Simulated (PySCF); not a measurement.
C4H5NS.
InChI=1S/C4H5NS/c1-6-4-2-3-5/h2,4H,1H3/b4-2+

Method: TDDFT PBE0/def2-SVPD, vertical, gas phase, core orbitals frozen in the response in PySCF 2.14.0, density-fitted response routines. Isolated species at its GFN2-xTB geometry (one conformer only). Torsions of this conformer, `[CH3:1][S:2]/[CH:3]=[CH:4]/[C:5]#[N:6]`: C1–S2–C3–C4 0°.

Q: List the vertical singlet excitations with oscillator strengths and describe the spectrum.

A: 

```json
{"state": "S1", "λ (nm)": "242.6", "E (eV)": "5.11", "f": "0.471", "|μ| (D)": "4.93", "symmetry": "A′", "main configurations (H = HOMO, L = LUMO)": "H→L (96%)"}
{"state": "S2", "λ (nm)": "221.5", "E (eV)": "5.60", "f": "0.0001", "|μ| (D)": "0.08", "symmetry": "–", "main configurations (H = HOMO, L = LUMO)": "H→L+1 (90%)"}
{"state": "S3", "λ (nm)": "203.7", "E (eV)": "6.09", "f": "0.0000", "|μ| (D)": "0.01", "symmetry": "–", "main configurations (H = HOMO, L = LUMO)": "H→L+2 (75%), H→L+3 (11%)"}
{"state": "S4", "λ (nm)": "195.2", "E (eV)": "6.35", "f": "0.012", "|μ| (D)": "0.69", "symmetry": "A″", "main configurations (H = HOMO, L = LUMO)": "H→L+3 (64%), H→L+2 (16%), H-2→L (14%)"}
{"state": "S5", "λ (nm)": "193.9", "E (eV)": "6.40", "f": "0.0041", "|μ| (D)": "0.41", "symmetry": "A″", "main configurations (H = HOMO, L = LUMO)": "H-2→L (81%), H→L+3 (17%)"}
{"state": "S6", "λ (nm)": "178.5", "E (eV)": "6.95", "f": "0.0020", "|μ| (D)": "0.28", "symmetry": "A″", "main configurations (H = HOMO, L = LUMO)": "H→L+4 (83%)"}
```

Triplets (Tamm–Dancoff): T1 3.22 eV, H→L (94%); T2 5.23 eV, H→L+1 (81%), H→L+2 (8%).

The lowest singlet lies at 5.11 eV (243 nm, ultraviolet) and is strong; its leading configuration is HOMO→LUMO (96%). The lowest level is also the most intense of those listed (f = 0.471). Löwdin shares by element: HOMO sulfur 41%, carbon 32% or more, nitrogen 12% (atoms not listed hold the other 16%); LUMO carbon 53% or more, sulfur 14%, nitrogen 13% (atoms not listed hold the other 20%). The listed states span 1.84 eV, and the widest gap between neighbours is 0.55 eV (S5 to S6). Orbital energies (eV): HOMO-3 -10.08, HOMO-2 -9.53, HOMO-1 -9.36, HOMO -7.00, LUMO -1.46, LUMO+1 -0.09, LUMO+2 0.45. Of the 6 states listed, 2 reach f = 0.01 and 2 stay under 0.0005. No computed singlet lies in the visible range (380 to 750 nm); the lowest, at 243 nm, stands 1.85 eV above its violet end (3.26 eV); a Tamm–Dancoff triplet lies at 385 nm, without intensity as long as spin–orbit coupling is left out. Symmetry labels in Cs follow from the direction of the transition dipole and are given only for states with f of 0.002 or more. Only the lowest 6 singlets were computed, as vertical energies without vibronic structure.

The run took about 50 s of CPU time (with the writing of density and orbital grids) (one thread, shared machine).
